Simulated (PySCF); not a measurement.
Species, as SMILES: C(=O)=C.
Geometry (B3LYP-D3(BJ)/def2-TZVP, fixed):
```xyz
5

C      0.0091     0.0017    -1.2056
C     -0.0008    -0.0001     0.1027
H      0.0282     0.9401    -1.7377
H     -0.0018    -0.9351    -1.7406
O     -0.0096    -0.0018     1.2620
```

Basis-set convergence of the mean static polarisability at PBE0 with PySCF. All functions are spherical. Density fitting with generated auxiliary sets. No added dispersion term, no relativity. Reference: the value in d-aug-cc-pVTZ, 28.70 bohr³, itself unsure by roughly 0.4 % (its mean distance from aug-pcseg-2, aug-cc-pVTZ). Deviations are taken from unrounded values.

| basis | functions | mean static polarisability (bohr³) |
|---|---|---|
| cc-pVDZ | 52 | 21.07 |
| aug-cc-pVDZ | 87 | 28.20 |
| def2-SVP | 52 | 21.05 |
| def2-SVPD | 79 | 27.57 |
| pcseg-1 | 52 | 21.53 |
| aug-pcseg-1 | 87 | 28.58 |
| 6-311G** | 66 | 22.05 |
| 6-311+G** | 78 | 25.20 |
| def2-TZVP | 105 | 25.43 |
| def2-TZVPD | 132 | 28.39 |
| cc-pVTZ | 118 | 24.44 |
| aug-cc-pVTZ | 184 | 28.56 |
| pcseg-2 | 118 | 25.46 |
| aug-pcseg-2 | 184 | 28.59 |
| def2-TZVPP | 121 | 25.60 |
| def2-TZVPPD | 148 | 28.38 |
| def2-QZVPP | 231 | 26.95 |
| def2-QZVPPD | 258 | 28.53 |

What the diffuse functions change, pair by pair:
- cc-pVDZ to aug-cc-pVDZ: 35 more functions, deviation -26.6 to -1.7 %
- def2-SVP to def2-SVPD: 27 more functions, deviation -26.7 to -3.9 %
- pcseg-1 to aug-pcseg-1: 35 more functions, deviation -25.0 to -0.4 %
- 6-311G** to 6-311+G**: 12 more functions, deviation -23.2 to -12.2 %
- def2-TZVP to def2-TZVPD: 27 more functions, deviation -11.4 to -1.1 %
- cc-pVTZ to aug-cc-pVTZ: 66 more functions, deviation -14.9 to -0.5 %
- pcseg-2 to aug-pcseg-2: 66 more functions, deviation -11.3 to -0.4 %
- def2-TZVPP to def2-TZVPPD: 27 more functions, deviation -10.8 to -1.1 %
- def2-QZVPP to def2-QZVPPD: 27 more functions, deviation -6.1 to -0.6 %

They bring the value nearer the reference by more than 0.4 % in 9 of 9 pairs.
